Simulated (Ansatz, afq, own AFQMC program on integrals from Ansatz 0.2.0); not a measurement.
Integrals from Ansatz 0.2.0, then the random walk in our own AFQMC program (afq).

```yaml
crystal:
  periodic: [false, false, false]
  atoms:
    - {symbol: Si, position_ang: [0.006579, 0.000000, 0.635234]}
    - {symbol: B, position_ang: [0.079909, 0.000000, -1.181360]}
    - {symbol: H, position_ang: [-0.658499, -0.941243, -0.633189]}
    - {symbol: H, position_ang: [-0.658501, 0.941242, -0.633189]}
    - {symbol: H, position_ang: [0.276609, 0.000000, -3.762877]}
basis:
  gaussian: {orbitals: cc-pVDZ}
magnetization: {spin_polarized: false}
correlation: {method: ccsd_t, electrons: outside_noble_gas, hamiltonian_folder: ham}
```

```sh
$ ansatz run in.yaml --threads 1 --pin off --events-out ev --progress --plain --max-ram 1382MiB
```

Options of the walk:

```
--method phaseless --trial hf --walkers 120 --populations 1 --least-time 40 --time-step 0.005 --steps-per-block 20 --equilibration-blocks 160 --max-blocks 600 --target-error 0.00228 --factor-cut 1e-05 --seed 7339 --taylor-order 6
```

Times are imaginary, in 1/Eh. The walk had a cap of 1579 s.

Log:

```
orbitals 41  electrons 5 5  factors 316 of 444
reference energy -315.07379749 Eh
CCSD correlation -0.26518562 Eh in 16 cycles, weight of the determinant in the CISD state 0.7388
energy of the start -315.073797 Eh
 block  time / (1/Eh)  mean weight  energy / Eh
     1     0.100  0.9994  -315.110005
     2     0.200  1.0017  -315.141514
     3     0.300  1.0012  -315.167415
     4     0.400  1.0021  -315.185706
     5     0.500  1.0004  -315.195272
     8     0.800  1.0002  -315.237450
    20     2.000  1.0015  -315.293607
    77     7.700  0.9980  -315.324408
   134    13.400  0.9991  -315.349515
   191    19.100  1.0000  -315.348895
   248    24.800  1.0006  -315.349259
   305    30.500  0.9990  -315.341127
   362    36.200  0.9993  -315.310861
   419    41.900  1.0007  -315.358344
   476    47.600  0.9997  -315.339681
   514    51.400  1.0005  -315.297986
   533    53.300  0.9979  -315.379467
   571    57.100  0.9996  -315.391693
   590    59.000  1.0004  -315.302905
   647    64.700  0.9983  -315.347600
   704    70.400  0.9995  -315.358309
   742    74.200  0.9988  -315.325609
blocks merged  error / Eh  count
     1  0.001002  600
     2  0.001340  300
     4  0.001744  150
     8  0.002195  75
    16  0.002701  37
    32  0.002349  18
    64  0.002483  9
energy -315.341148 +/- 0.002701 Eh
(rows thinned)
```

The run passed its tests (sampling time, drift between the halves within three errors, error under three times the target), which doesn't prove that it has relaxed.

Against this walk (error 73.5 meV) on the same determinant: CCSD(T) 399.1 meV lower, CCSDT(Q) 449.7 meV lower, a separate phaseless walk with a CISD trial and standard settings 397.4 ± 80.5 meV lower. The error is statistical and leaves out the bias of the constraint. CCSDT(Q) is the surest value here, so the walk's 450 meV above it is most likely the bias of the constraint with this trial, which can have either sign.

Cautions: constraint bias not in the error; error above the target (73.5 against 62.0 meV); higher spins were not checked; restricted determinant unstable towards unrestricted (UHF 1.65 eV lower, ⟨S²⟩ 0.97); strong correlation (T1 0.037, weight of the determinant 0.74, largest double 0.35); (T) is large, 6 % of the CCSD correlation; the bias of populations of 120 walkers isn't removed.

The walk took 3.3 min on 1 thread of Arm Neoverse V1 (shared host). The log's last line is the phaseless energy.

CCSDT and higher add their correlation energy to the determinant of the CCSD(T) run, since their own runs factorise the integrals more tightly (a shift of under 2 meV). A walk keeps the symmetry of its determinant, which the program's search chose and which needn't be the lowest solution, so a lower state of the same spin and another symmetry isn't excluded.
